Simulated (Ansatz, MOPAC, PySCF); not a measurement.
Species: allene, C3H4 (charge 0, singlet). SMILES: C=C=C
Structure (B3LYP-D3(BJ)/def2-TZVP (Ansatz, a quantum-chemistry and plane-wave program) minimum search):
```xyz
7

C      0.0000     0.0000     0.0000
C     -0.0052     0.0000     1.3001
C      0.0052     0.0000    -1.3001
H     -0.0108     0.9262     1.8632
H     -0.0040    -0.9263     1.8631
H      0.9337     0.0035    -1.8595
H     -0.9188    -0.0034    -1.8668
```
Charge 0, spin multiplicity 1.

Wanted: enthalpy of formation at 298 K, in kcal/mol. Set-up: valence correlation only; PM7 with its own dispersion and hydrogen-bond terms; 6-31G* and kin with 6d, 5d where marked; non-relativistic; UHF or UKS for open shells; dispersion terms only where a functional's name holds one; 6-311+G** with 5d; no spin-orbit coupling. CBS(X,Y): correlation extrapolated as X^-3; Hartree-Fock from the larger set. The bracket is a focal-point correction in the basis named. First-principles rows: single points at B3LYP-D3(BJ) geometries (Ansatz), with unscaled harmonic terms from B3LYP/6-31G* at its own minima, enthalpies of formation by atomisation with measured atoms. Semi-empirical rows: MOPAC heats of formation at their own minima for 298 K.

Measured values: Active Thermochemical Tables 1.112 (ions: stationary electron), as tabulated in the package chemicals; they hold spin-orbit and core effects, anharmonicity. 

Value to compare with, the measured value: 45.4 kcal/mol.

```csv
level,program,enthalpy of formation at 298 K (kcal/mol),error
PM7,MOPAC,37.9,-7.5
HF/STO-3G,Ansatz,147.2,101.8
PBE/6-311+G**,Ansatz,29.6,-15.8
B3LYP/6-31G*,Ansatz,48.1,2.7
M06-2X/6-31G* (5d),PySCF,46.1,0.7
MP2/STO-3G,Ansatz,51.7,6.3
MP2/3-21G,Ansatz,132.6,87.2
PBE0/def2-TZVPD,Ansatz,40.6,-4.8
wB97M-V/def2-TZVPD,Ansatz,44.7,-0.7
"RI-MP2/CBS(aug-cc-pVTZ,aug-cc-pVQZ)+[CCSD(T)-MP2]/aug-cc-pVTZ",Ansatz,47.8,2.4
```

Among the 7 habitual levels, HF/STO-3G lies farthest from the measured value (101.8 kcal/mol) and M06-2X/6-31G* (5d) nearest (0.7); 5 of 7 lie above it, and their mean absolute error is 31.7 kcal/mol, the median 7.5. One case shows no general order.

The levels are drawn from those run, B3LYP/6-31G* more often than the rest, none by its result; runs whose electronic state is in doubt are left out.
